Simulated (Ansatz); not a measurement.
C₄H₈N (charge +1), SMILES CC#CC[NH3+], a single point in a Gaussian basis

With Ansatz 0.2.0 through its Python package.

Notebook, run cell by cell (the value of a cell's last expression is shown):

**Cell 1**
```python
from pathlib import Path

import ansatz as az
from ase import Atoms
```

**Cell 2**
```python
atoms = Atoms(["C", "C", "C", "C", "N", "H", "H", "H", "H", "H", "H", "H", "H"], positions=[
    (2.6004, 0.6746, 0.3313),
    (1.2668, 0.0912, 0.1508),
    (0.1808, -0.4008, 0.003),
    (-1.138, -0.9924, -0.1762),
    (-2.1054, 0.1186, -0.2385),
    (2.6651, 1.2071, 1.2849),
    (2.8254, 1.3838, -0.4708),
    (3.3691, -0.1041, 0.3231),
    (-1.4294, -1.6286, 0.6634),
    (-1.2237, -1.5491, -1.1129),
    (-3.0645, -0.2214, -0.3648),
    (-1.8782, 0.7474, -1.0183),
    (-2.0685, 0.6738, 0.6249),
])
system = az.Crystal.molecule_from_ase(atoms)
```

**Cell 3**
```python
base = (
    system.calculation()
    .basis(gaussian="6-31G*")
    .functional("B3LYP")
    .charge(1)
    .orbitals()
)
outcome = base.run(threads=1, runs_dir="c4h8n_runs")
summary = outcome.report

{key: value for key, value in summary.items() if isinstance(value, (int, float)) and "ev" in key}
```
Output:
```text
{'free_energy_ev': -5760.138607748398, 'reference_energy_ev': -5760.138607748398}
```

**Cell 4**
```python
print(f"E = {summary['free_energy_ev']:.6f} eV = {summary['free_energy_ev'] / 27.211386246:.7f} Ha")
print("converged:", summary["converged"], " doubts:", summary["published_state_doubts"] or "none")
```
Output:
```text
E = -5760.138608 eV = -211.6811895 Ha
converged: True  doubts: none
```

**Cell 5**
```python
lines = Path(summary["orbitals_path"]).read_text().splitlines()
field_of = lambda key: [line.split("=")[1].strip() for line in lines if line.startswith(key)]
orbitals = [(27.211386 * float(e), s, float(n)) for e, s, n in zip(field_of("Ene="), field_of("Spin="), field_of("Occup="))]
homo = max(e for e, _, n in orbitals if n > 0.5)
lumo = min(e for e, _, n in orbitals if n < 0.5)
print(f"HOMO {homo:.3f} eV, LUMO {lumo:.3f} eV, gap {lumo - homo:.3f} eV")
```
Output:
```text
HOMO -11.479 eV, LUMO -4.787 eV, gap 6.692 eV
```

Reading the output:
- Total energies depend on the basis set; only differences at equal settings carry meaning.
- The geometry is a force-field or estimated start, not a minimum of this method, and the basis set is short of its limit.
- b3lyp holds the VWN-RPA fit, as in Gaussian; the form of ORCA and Turbomole is b3lyp5.
- Levels such as HOMO and LUMO are orbital energies: with these approximate functionals they aren't the ionisation energy and electron affinity, and their gap isn't the fundamental gap.
- Hardware and time: 4.9 s on 1 thread of AMD EPYC 7R43 64-Core Processor (Zen 3) (shared host), peak memory 0.26 GiB.

(Lines on the test bed's own set-up are left out of the output.)
